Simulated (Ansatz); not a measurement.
# H5Si: a trajectory, and a look at its input

A trajectory is wanted. The input is run as typed. The step meant is a hydrogen abstraction at charge 0 and multiplicity 2, which changes H1–H3, H1–Si2.

The runs use Ansatz 0.2.0, Gaussian basis; PBE0-D4/def2-SVP.

**1. The structure**

```tsv
atom	x (Å)	y (Å)	z (Å)
H1	-2.08771	-1.14099	-0.38284
Si2	0.91558	0.49277	0.18323
H3	-2.73533	-1.48582	-0.52421
H4	0.93246	1.01229	1.57513
H5	0.95794	1.59970	-0.80697
H6	2.01715	-0.47795	-0.04433
```

**2. The run**

File run/in.yaml:

```yaml
crystal:
  periodic: [false, false, false]
  atoms:
    - {symbol: H, position_ang: [-2.087707, -1.140990, -0.382843]}
    - {symbol: Si, position_ang: [0.915581, 0.492774, 0.183230]}
    - {symbol: H, position_ang: [-2.735326, -1.485816, -0.524208]}
    - {symbol: H, position_ang: [0.932458, 1.012287, 1.575126]}
    - {symbol: H, position_ang: [0.957938, 1.599696, -0.806970]}
    - {symbol: H, position_ang: [2.017155, -0.477951, -0.044335]}
basis:
  gaussian: {orbitals: def2-SVP}
magnetization: {spin_polarized: true, initial_magnetization: 1}
hamiltonian: {xc: pbe0, dispersion: d4}
md: {n_steps: 30, timestep: 0.75, temperature: 300, ensemble: npt_langevin, seed: 831, pressure: 1.0, initial_velocities: maxwell_boltzmann}
```

On the command line:

```
ansatz run in.yaml --threads 2 --pin off --events-out ev --progress --plain --max-ram 4352MiB
```

Before running it: what results should come out? Wanted: outcome.

As calculated:

| quantity | value |
| --- | --- |
| outcome | refused |
| fault | pressure on a molecule |
| steps taken | 0 |

The program refused the input before any work. A pressure has no meaning for a molecule without a cell. The cure: drop the pressure and use an ensemble without a barostat.
